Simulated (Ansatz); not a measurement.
Results of r²SCANh in Ansatz (PAW) for hcp Zr.

Settings: plane-wave cutoff 520 eV, 9×9×6 k mesh (along the axes of the cell as run), Fermi–Dirac smearing 0.05 eV, scalar-relativistic PAW data made under PBE.

Computed at the level's own relaxed cell.

Task: Predict the lattice parameter a and c axis length.

Result: 
- lattice parameter a: 3.258 Å
- c axis length: 5.120 Å

Measured, for comparison: lattice constant a 3.232 Å, lattice parameter c 5.148 Å (293 K, not corrected to a static lattice; as tabulated in Wikipedia's data pages). Computed (rounded) less measured: lattice constant a +0.8 %, lattice parameter c -0.5 %. A static lattice is as a rule a little smaller and stiffer than an uncorrected measurement, which narrows the difference in the lattice parameter c and would widen misses of the other sign.

Static lattice: no zero-point or thermal effects.

Ansatz is a program for electronic structure.
